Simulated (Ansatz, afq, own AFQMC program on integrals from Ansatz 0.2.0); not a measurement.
**BSiH, singlet: AFQMC among the cluster methods**

```yaml
atoms:
  - { symbol: Si, position_ang: [0.0000, 0.0000, -1.5433] }
  - { symbol: B, position_ang: [0.0000, 0.0000, 0.1787] }
  - { symbol: H, position_ang: [0.0000, 0.0000, 1.3646] }
```

Connectivity, by distances: Si–BH.

Basis 6-31G. Only valence electrons are correlated. Ansatz 0.2.0 and our own AFQMC program on the same integrals; the CISD trial comes from CCSD amplitudes, and released means the phaseless constraint is let go. Uncertainties: one standard error, sampling alone.

Determinant: RHF, the one that the program's search chose, which needn't be the lowest solution. The geometry is a point of a scan.

Full CI on the same integrals is exact in this basis and with this determinant's frozen core.

Cautions: higher spins were not checked; restricted determinant unstable towards unrestricted (UHF 786 meV lower, ⟨S²⟩ 1.00); the CCSDT(Q) amplitudes may be one of several solutions (largest double 0.67); the CCSDTQ amplitudes may be one of several solutions (largest double 0.95); the released energy hasn't reached full CI (78 meV above it at 2.40 1/Eh), so no released level is given (meV from the phaseless value at times in 1/Eh: -2 ± 3 at 0.24, -1 ± 3 at 0.51, -5 ± 3 at 0.99, -6 ± 3 at 1.62, -7 ± 3 at 2.40); the determinant fills πx and πy unequally, so it mixes two states of the linear molecule, and each level undoes that mixture to a different degree, while full CI gives the lower state, and by Hund's rule a triplet of that filling probably lies lower still; CCSDTQ on the UHF determinant differs (725 meV lower), perhaps since the unrestricted series falls towards higher spin.

* T1 diagnostic: 0.0117
* weight of the determinant in the CISD state: 0.883
* size of the correlated space: 8 electrons in 18 orbitals

Reference: full CI, correlation energy -3.139 eV. The cautions show a poor starting determinant, so the rows tell how each method copes with it here, and full CI is the sure value.

```tsv
level	E − E(reference) (mEh)	share of correlation (%)
HF	115.37	0.00
MP2	33.54	70.93
CCSD	6.86	94.06
CCSD(T)	3.90	96.62
CCSDT	1.67	98.55
CCSDT(Q)	0.31	99.73
CCSDTQ	0.06	99.95
ph-AFQMC/CISD	3.12 ± 0.11	97.30
```

CCSDT and higher add their correlation energy to the determinant of the CCSD(T) run, since their own runs factorise the integrals more tightly (a shift of under 2 meV).
